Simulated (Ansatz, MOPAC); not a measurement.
Species: trihydroxy(silyl)silane, H6Si2O3, charge 0, multiplicity 1. SMILES: O[Si]([SiH3])(O)O
Coordinates optimised at B3LYP-D3(BJ)/def2-TZVP (Ansatz, a program for electronic structure):
```xyz
11

O     -1.1515     0.5771     1.3434
Si    -0.2910     0.3175    -0.0330
O     -1.3285    -0.1281    -1.2227
O      0.4614     1.7603    -0.3213
Si     1.2439    -1.4378     0.1423
H     -0.8407     1.2728     1.9291
H     -2.1588     0.3516    -1.3052
H      1.0233     1.8354    -1.0967
H      0.5617    -2.7328     0.3725
H      2.1697    -1.1782     1.2731
H      2.0539    -1.5389    -1.0984
```

PM7 beside other levels, property by property. Set-up: PM7 with its own dispersion and hydrogen-bond terms; six Cartesian d functions in 6-31G* and its kin unless marked 5d; UHF or UKS for open shells; each state is the SCF solution reached for its charge and spin; non-relativistic; no dispersion term unless named; frozen cores in correlated levels; spin-orbit terms left out. CBS marks a two-point X^-3 extrapolation of the correlation energy; Hartree-Fock from the larger set. The bracket is a focal-point correction in the basis named. Ab initio and DFT rows: single points at B3LYP-D3(BJ) geometries (Ansatz), with unscaled harmonic terms from B3LYP/6-31G* (Ansatz) at its own minima, enthalpies of formation by atomisation with measured atoms. Semi-empirical rows: MOPAC heats of formation at their own minima for 298 K; differences of heats of formation at the shared geometry for vertical values.

Coupled cluster (Ansatz) is a level with limits of its own, used here on species with T1 under 0.025 (0.045 for open shells) and stable references: (a) RI-MP2/CBS(aug-cc-pV(T+d)Z,aug-cc-pV(Q+d)Z)+[CCSD(T)-MP2]/aug-cc-pV(T+d)Z; (b) CCSD(T)/CBS(aug-cc-pV(T+d)Z,aug-cc-pV(Q+d)Z); (c) CCSD(T)/CBS(cc-pV(T+d)Z,cc-pV(Q+d)Z).

| property | PM7 (MOPAC) | MP2/6-31G* (Ansatz) | B3LYP/def2-TZVPD (Ansatz) | wB97M-V/def2-TZVPD (Ansatz) | to compare with |
|---|---|---|---|---|---|
| H-Si bond dissociation enthalpy at 298 K, to O[Si](O)(O)[SiH2] + H atom (kcal/mol) | 61.7 | 77.0 | 87.4 | 89.0 | 89.0 coupled cluster (c) |
| vertical ionisation energy to the doublet (eV) | 10.32 | 9.88 | 10.06 | 10.26 | 10.46 coupled cluster (a) |
| O-Si bond dissociation enthalpy at 298 K, to [OH] (HO) + O[Si](O)[SiH3] (kcal/mol) | 94.6 | 132.4 | 124.5 | 132.4 | 134.9 coupled cluster (b) |
| enthalpy of formation at 298 K (kcal/mol) | -217.3 | -121.2 | -205.2 | -220.7 | -229.1 coupled cluster (b) |

As the rows show:
- H-Si bond dissociation enthalpy at 298 K, to O[Si](O)(O)[SiH2] + H atom: PM7 lies 27.3 kcal/mol below coupled cluster.
- vertical ionisation energy to the doublet: PM7 lies 0.14 eV below coupled cluster.
- O-Si bond dissociation enthalpy at 298 K, to [OH] (HO) + O[Si](O)[SiH3]: PM7 lies 40.3 kcal/mol below coupled cluster.
- enthalpy of formation at 298 K: PM7 lies 11.8 kcal/mol above coupled cluster.

The properties are those with a value to compare with, at most eight drawn at random. No case is left out for the size of its miss. Left out are saddle points of the reference geometry, anions that the best level run finds unbound, excited spin states, species near biochemistry, 298 K rows of species without real B3LYP wavenumbers, cases with under five habitual levels, runs that failed or that the program found above a lower state of the same kind, table entries that another table contradicts, and a share of species set aside by lot.
